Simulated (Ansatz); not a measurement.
## How the Voigt–Reuss–Hill bulk modulus of hcp Zn moves with the method

No measured value is used here.

```json
[
 {"level (code)": "LDA (Ansatz)", "value (GPa)": "95.1", "cell (Å³/atom)": "13.62"},
 {"level (code)": "PBE (Ansatz)", "value (GPa)": "67.0", "cell (Å³/atom)": "15.24"},
 {"level (code)": "PBEsol (Ansatz)", "value (GPa)": "84.1", "cell (Å³/atom)": "14.22"},
 {"level (code)": "r²SCAN (Ansatz)", "value (GPa)": "79.6", "cell (Å³/atom)": "14.47"}
]
```

Each level is taken at its own relaxed cell. Cutoffs differ between the levels. Ansatz's density-functional and Hartree–Fock values are scalar-relativistic unless marked +SOC, with PAW data made under PBE.

Ansatz is an electronic-structure program.
